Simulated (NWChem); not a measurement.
All runs are NWChem calculations. System: chloroform (CHCl3), charge 0, spin multiplicity 1, at a geometry optimised with PBE/def2-SVP. Level: MP2/pcseg-2, 16 core orbitals frozen.

Input file:

```
start mol
memory heap 200 mb stack 900 mb global 1100 mb
geometry units angstroms nocenter noautoz
  Cl     0.852323    -0.066552     1.473644
  C     -0.009260     0.453522     0.000000
  Cl     0.852323    -0.066552    -1.473644
  Cl    -1.699513    -0.118524     0.000000
  H     -0.031683     1.556539     0.000000
  symmetry group Cs
end
basis spherical
  * library pcseg-2
end
scf
  rhf
  nopen 0
  maxiter 100
  thresh 1e-7
  semidirect memsize 60000000 filesize 0
end
mp2
  freeze core 16
end
task mp2 energy
```

Part of the output:

```
             Northwest Computational Chemistry Package (NWChem) 7.3.0
             --------------------------------------------------------

                                NWChem Input Module
                                -------------------

 Scaling coordinates for geometry "geometry" by  1.889725989
 (inverse scale =  0.529177249)

 Turning off AUTOSYM since
 SYMMETRY directive was detected!

                             Geometry "geometry" -> ""
                             -------------------------

 Output coordinates in angstroms (scale by  1.889725989 to convert to a.u.)

  No.       Tag          Charge          X              Y              Z
 ---- ---------------- ---------- -------------- -------------- --------------
    1 Cl                  17.0000     0.85232300    -0.06655200     1.47364400
    2 C                    6.0000    -0.00926000     0.45352200     0.00000000
    3 Cl                  17.0000     0.85232300    -0.06655200    -1.47364400
    4 Cl                  17.0000    -1.69951300    -0.11852400     0.00000000
    5 H                    1.0000    -0.03168300     1.55653900     0.00000000

 Effective nuclear repulsion energy (a.u.)     260.7072735882

            Nuclear Dipole moment (a.u.)
            ----------------------------
        X                 Y               Z
 ---------------- ---------------- ----------------
     0.0000340151    -0.0000094486     0.0000000000

      Symmetry information
      --------------------

 Group name             Cs
 Group number              2
 Group order               2
 No. of unique centers     4

      Symmetry unique atoms

     1    2    4    5


 Summary of "ao basis" -> "" (spherical)
 ------------------------------------------------------------------------------
       Tag                 Description            Shells   Functions and Types
 ---------------- ------------------------------  ------  ---------------------
 *                          pcseg-2                   on all atoms

 Summary of "ao basis" -> "ao basis" (spherical)
 ------------------------------------------------------------------------------
[...]
     1   1 0 0     -0.010567      0.000000      0.000034
     1   0 1 0      0.513582      0.000000     -0.000009
     1   0 0 1     -0.000000      0.000000      0.000000

     2   2 0 0    -33.520693      0.000000    263.554640
     2   1 1 0     -0.042332      0.000000      5.075338
     2   1 0 1     -0.000000      0.000000      0.000000
     2   0 2 0    -31.440621      0.000000     14.449646
     2   0 1 1      0.000000      0.000000      0.000000
     2   0 0 2    -33.521930      0.000000    263.670625

                   NWChem MP2 Semi-direct Energy/Gradient Module
                   ---------------------------------------------

  Basis functions       =    146
  Molecular orbitals    =    146
  Frozen core           =     16
  Frozen virtuals       =      0
  Active alpha occupied =     13
  Active beta occupied  =     13
  Active alpha virtual  =    117
  Active beta virtual   =    117
  Use MO symmetry       = T
  Use skeleton AO sym   = T

  AO/Fock/Back tols     =   1.0D-09  1.0D-09  1.0D-09

 GA uses MA = F    GA memory limited = T

 Available:
  local mem=  1.26D+08
 global mem=  1.44D+08
 local disk=  0.00D+00
  mp2_memr nvloc                   117
  nvloc new                   117
   1 passes of  13:        5242880                     119504                  53343283.
   1 passes of  13: M    126147052           G      144136568           F     120904172.

 Semi-direct pass number   1 of   1  for RHF alpha+beta  at        7.2s
  vrange nnbf                 10308
  mp2_eaftype                   203  avail_ma_in_mb                  1099
 EAF : mp2_eaftype filesize         203   26671642.
  mp2_eaf for mointskh                    203
Node 0 wrote    125.4 Mb in      0.0 s     Agg I/O rate:  2515.4 Mb/s
 Done moints_semi at       17.4s
  mp2_eaftype                   203  avail_ma_in_mb                   896
 EAF : mp2_eaftype filesize         203   26671642.
  mp2_eaf for kh                   203
 Done maket at       17.9s
 Done multipass loop at       17.9s

          -------------------------------------------
          SCF energy               -1416.977789675286
          Correlation energy          -0.705584255618
          Singlet pairs               -0.436690240978
          Triplet pairs               -0.268894014640
          Total MP2 energy         -1417.683373930904
          -------------------------------------------

          ---------------------------------------------------
                    Spin Component Scaled (SCS) MP2
          Same spin pairs                     -0.179262676427
          Same spin scaling factor             0.333333333333
          Opposite spin pairs                 -0.526321579191
          Opposite spin scaling fact.          1.200000000000
          SCS-MP2 correlation energy          -0.691340120505
          Total SCS-MP2 energy             -1417.669129795791
          ---------------------------------------------------

 -----------------------
 Performance information
 -----------------------

 Timer overhead =  1.55D-07 seconds/call

               Nr. of calls         CPU time (s)                 Wall time (s)                GFlops
             ---------------    -------------------     ------------------------------   -------------------
Name         Min   Avg   Max    Min     Avg     Max     Min     Avg     Max   Mx/calls   Min     Max     Sum
mp2: moin     1     1     1    10.     10.     10.      10.     10.     10.     10.      0.0     0.0     0.0
mp2: make     1     1     1   0.46    0.46    0.46     0.46    0.46    0.46    0.46      0.0     0.0     0.0
mp2: tota     1     1     1    11.     11.     11.      11.     11.     11.     11.      0.0     0.0     0.0

 The average no. of pstat calls per process was 3.00D+00
 with a timing overhead of 4.65D-07s

 Task  times  cpu:       17.8s     wall:       17.8s

 Total times  cpu:       17.9s     wall:       17.9s
```
